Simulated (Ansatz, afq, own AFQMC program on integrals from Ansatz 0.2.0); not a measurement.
**Where AFQMC and coupled cluster stand for Au, doublet**

A free Au atom.

Basis def2-TZVPP with its core potentials. Noble-gas cores (and the filled d shells of Ga–Kr and In–Xe) are frozen. AFQMC by an in-house program on the Cholesky factors that Ansatz 0.2.0 writes for its CCSD(T) run. ph-AFQMC/CISD is guided by a CISD state made of CCSD amplitudes; releasing the constraint for a short imaginary time cuts its bias at the price of noise, slowly where states lie close. ± is one standard error of the sampling. No spin–orbit coupling. The metal's outer-core s and p shells are frozen, which shifts wave-function levels against functionals.

Determinant: ROHF, the one that the program's search chose, which needn't be the lowest solution.

No full CI on the walks' own integrals is used here; CCSDT(Q) serves as the reference and is uncertain by about the last step of the cluster series.

Cautions: no spin-orbit coupling; outer-core shells of the metal frozen.

The T1 diagnostic is 0.0143. The weight of the determinant in the CISD state is 0.917 and the size of the correlated space is 11 electrons in 52 orbitals.

```json
{"level": "MP2", "correlation energy (eV)": "-10.0556"}
{"level": "CCSD", "correlation energy (eV)": "-9.2703"}
{"level": "CCSD(T)", "correlation energy (eV)": "-9.6256"}
```

Problem. Estimate where phaseless AFQMC with a CISD trial lies against CCSD(T) on the same integrals.

Solution. 2.9 ± 0.3 kJ/mol above CCSD(T).

Reference: CCSDT(Q), correlation energy -9.604 eV. The released energy is read at 1.50 1/Eh (meV from the phaseless value at times in 1/Eh: -3.9 ± 2.2 at 0.24, -7 ± 3 at 0.50, -6 ± 3 at 1.00, 0 ± 6 at 1.50).

```csv
level,E − E(reference) (kJ/mol),share of correlation (%)
CCSD(T),-2.1,100.22
CCSDT,0.3,99.96
ph-AFQMC/HF,2.1 ± 2.6,99.77
ph-AFQMC/CISD,0.8 ± 0.3,99.91
released AFQMC,0.8 ± 0.6,99.91
```

A walk keeps the symmetry of its determinant, which the program's search chose and which needn't be the lowest solution, so a lower state of the same spin and another symmetry isn't excluded. Released energies are given only where the last usable release times agree within the noise; a slower fall can still hide under it.
